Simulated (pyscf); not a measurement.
**Four-centre exchange: silanol (HO–SiH₃) + water (H₂O) -> silanol (HO–SiH₃) + water (H₂O)**

Gas phase, singlet surface, charge 0. Bonds broken: O1–H3, O7–H8. Bonds formed: O1–H8, H3–O7. Structures and frequencies: ωB97X-D3(BJ)/def2-SVP in PySCF. MP2 and CC: frozen core, UHF for open shells. ΔMP2 is the change of the MP2 total energy from the triple- to the quadruple-zeta basis.

Transition state (Å):

```xyz
9

O     -0.2601     0.4357     0.6987
Si     0.8579    -0.3081    -0.2505
H     -1.4888     1.0544     0.6102
H      0.2437    -1.2647    -1.2299
H      1.6366     0.6961    -1.0410
H      1.8277    -1.0874     0.5814
O     -2.3330     0.7599     1.2964
H     -1.3931     0.1527     1.4313
H     -2.3403     1.4119     2.0133
```

One imaginary mode, 1867i cm⁻¹; descent along it reached the two sides named, in the forms told below.

| bond | change | reactant side (Å) | saddle | product side |
|---|---|---|---|---|
| O1–H3 | breaks | 0.974 | 1.379 | 3.3 |
| O7–H8 | breaks | 0.965 | 1.127 | 1.810 |
| O1–H8 | forms | 3.3 | 1.379 | 0.974 |
| H3–O7 | forms | 1.809 | 1.127 | 0.965 |

Electronic energies relative to the separated reactants (kcal/mol):

```csv
level,barrier,reaction energy,reverse barrier
ωB97X-D3(BJ)/def2-TZVP,37.7,0.0,37.7
PBE/def2-TZVP,29.6,0.0,29.6
r²SCAN/def2-TZVP,32.6,0.0,32.6
B3LYP-D3(BJ)/def2-TZVP,35.5,0.0,35.5
PBE0-D3(BJ)/def2-TZVP,33.9,0.0,33.9
M06-2X/def2-TZVP,36.1,0.0,36.1
ωB97M-D3(BJ)/def2-TZVP,36.7,0.0,36.7
HF/def2-TZVP,55.6,0.0,55.6
MP2/def2-QZVPP,37.4,0.0,37.4
CCSD/def2-TZVPP,42.5,0.0,42.5
CCSD(T)/def2-TZVPP,39.4,0.0,39.4
CCSD(T)/def2-TZVPP + ΔMP2(QZVPP),39.8,0.0,39.8
```

With CCSD(T)/def2-TZVPP + ΔMP2(QZVPP) energies and thermal terms (ideal gas, 1 atm, RRHO with modes under 100 cm⁻¹ raised to 100, one conformer, R ln 2 for chiral ones without a mode under 150 cm⁻¹), in kcal/mol:

```tsv
T (K)	ΔH‡	ΔG‡	ΔH	ΔG
298	38.0	47.9	0.0	0.0
600	37.7	58.1	0.0	0.0
900	38.1	68.2	0.0	0.0
1200	38.9	78.1	0.0	0.0
```

On the reactant side the descent ends in a complex (not fully relaxed), 7.0 kcal/mol under the separated species and 44.6 kcal/mol under the saddle at ωB97X-D3(BJ)/def2-TZVP. On the product side the descent ends in a complex (not fully relaxed), 7.0 kcal/mol under the separated species and 44.6 kcal/mol under the saddle at ωB97X-D3(BJ)/def2-TZVP. The same reactants have a lower exit, to HO–SiH₂–OH + H₂ (barrier +30.5 kcal/mol at ωB97M-D3(BJ), against +36.7 kcal/mol here). Another saddle between the same species, by other bonds, lies lower (24.7 kcal/mol against 36.7 kcal/mol at ωB97M-D3(BJ)). The CCSD(T) − MP2 part came from Ansatz, without density fitting, on the same reference.
